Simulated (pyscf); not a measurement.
Optimised with ωB97X-D3(BJ)/def2-SVP in PySCF.

**Question.** PBE/def2-TZVP puts the barrier of H₂B–F + SiH₄ → F–BH–SiH₃ + H₂ (four-centre exchange; singlet surface; B–H, H–Si broken, B–Si, H–H formed) at 14.7 kcal/mol and the reaction energy at +8.8 kcal/mol, from the separated reactants. What do B3LYP-D3(BJ)/def2-TZVP, PBE0-D3(BJ)/def2-TZVP, ωB97M-D3(BJ)/def2-TZVP give on the same structures?

**Answer.** B3LYP-D3(BJ): ΔE‡ = 24.5 kcal/mol, ΔE = +11.4 kcal/mol; PBE0-D3(BJ): ΔE‡ = 17.2 kcal/mol, ΔE = +10.0 kcal/mol; ωB97M-D3(BJ): ΔE‡ = 24.8 kcal/mol, ΔE = +12.4 kcal/mol. PBE's barrier lies under all of them, by 2.5 to 10.1 kcal/mol. Its reaction energy lies under all of them, by 1.2 to 3.6 kcal/mol. At the saddle there is also a short B–H contact that neither side keeps. The same reactants have a lower exit, to H₂B–F + SiH₄ (barrier +8.9 kcal/mol at ωB97M-D3(BJ)/def2-TZVP, against +24.8 kcal/mol here). This is the saddle that the search found; another between the same sides may lie lower.
